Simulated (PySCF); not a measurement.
# CN⁺ (triplet) with other numerical set-ups

The method stays; parts of the set-up, such as the basis or the Hamiltonian, are changed.

Method: method and basis as typed in the scripts; program: PySCF 2.14.0.

**1. The system as given**

CN⁺ (triplet): 2 atoms, charge 1, spin multiplicity 3.

Bond lengths: C1–N2 1.187 Å.

**2. Base script**

Input file input.py:

```python
from pyscf import gto, dft

mol = gto.M(
    atom='C 0 0 0; N 0 0 1.187',
    basis='6-31+g*',
    charge=1,
    spin=2,
    verbose=4,
)
mf = dft.UKS(mol, xc='pbesol')
mf.kernel()
mf.analyze()
print('orbital energies (hartree):', [e[max(0, n-3):n+3].round(4) for e, n in zip(mf.mo_energy, mol.nelec)])
```

The run is started by

```console
$ OMP_NUM_THREADS=1 python input.py
```

The log of this run is left out.

In short: E(SCF) = -91.718094 Eh, 10 cycles, ⟨S²⟩ = 2.004.

The bond length is a typed value, not an optimised one. The dipole of an ion depends on the origin. The triplet is typed in the script; nothing here shows that it is the ground state.

**3. Integration grid 4**

Run 1 changes integration grid: default → 4.

Input file input.py:

```python
from pyscf import gto, dft

mol = gto.M(
    atom='C 0 0 0; N 0 0 1.187',
    basis='6-31+g*',
    charge=1,
    spin=2,
    verbose=4,
)
mf = dft.UKS(mol, xc='pbesol')
mf.grids.level = 4
mf.kernel()
mf.analyze()
print('orbital energies (hartree):', [e[max(0, n-3):n+3].round(4) for e, n in zip(mf.mo_energy, mol.nelec)])
```

The run is started by

```console
$ OMP_NUM_THREADS=1 python input.py
```

**4. 6-31g***

Run 2 changes basis set: 6-31+g* → 6-31g*.

Changes to input.py since step 2:

```diff
@@ -4,3 +4,3 @@
     atom='C 0 0 0; N 0 0 1.187',
-    basis='6-31+g*',
+    basis='6-31g*',
     charge=1,
```

**5. Minao**

Run 3 changes basis set: 6-31+g* → minao.

Changes to input.py since step 2:

```diff
@@ -4,3 +4,3 @@
     atom='C 0 0 0; N 0 0 1.187',
-    basis='6-31+g*',
+    basis='minao',
     charge=1,
```

**6. Cc-pvdz-dk (X2C on)**

Run 4 changes basis set: 6-31+g* → cc-pvdz-dk; spin-free X2C: off → on.

Changes to input.py since step 2:

```diff
@@ -4,3 +4,3 @@
     atom='C 0 0 0; N 0 0 1.187',
-    basis='6-31+g*',
+    basis='cc-pvdz-dk',
     charge=1,
@@ -10,2 +10,3 @@
 mf = dft.UKS(mol, xc='pbesol')
+mf = mf.sfx2c1e()
 mf.kernel()
```

**7. Integration grid 0**

Run 5 changes integration grid: default → 0.

Changes to input.py since step 2:

```diff
@@ -10,2 +10,3 @@
 mf = dft.UKS(mol, xc='pbesol')
+mf.grids.level = 0
 mf.kernel()
```

Before running it: what results should come out? Wanted: for each run, E(SCF); from base; gap, α spin.

As calculated:

| run | E(SCF) (hartree) | from base (eV) | cycles | gap, α spin (eV) | functions |
| --- | --- | --- | --- | --- | --- |
| base | -91.718094 | 0 | 10 | 7.09 | 36 |
| integration grid 4 | -91.718094 | 0.0000 | 10 | 7.09 | 36 |
| 6-31g* | -91.716714 | +0.0376 | 10 | 7.08 | 28 |
| minao | -91.483471 | +6.3844 | 9 | 5.98 | 10 |
| cc-pvdz-dk (X2C on) | -91.770733 | not comparable | 10 | 7.11 | 28 |
| integration grid 0 (poor choice) | -91.738589 | -0.5577 | 10 | 7.07 | 36 |

What this shows: The SCF energy stays the same, to the digits that matter, with integration grid 4. The largest comparable shift of the SCF energy, +6.384 eV, comes with the run “minao”. 6-31g* (28 functions) gives an energy 0.04 eV higher than 6-31+g* (36). minao (10 functions) gives an energy 6.38 eV higher than 6-31+g* (36). Rows marked «poor choice» come from settings spoiled on purpose.
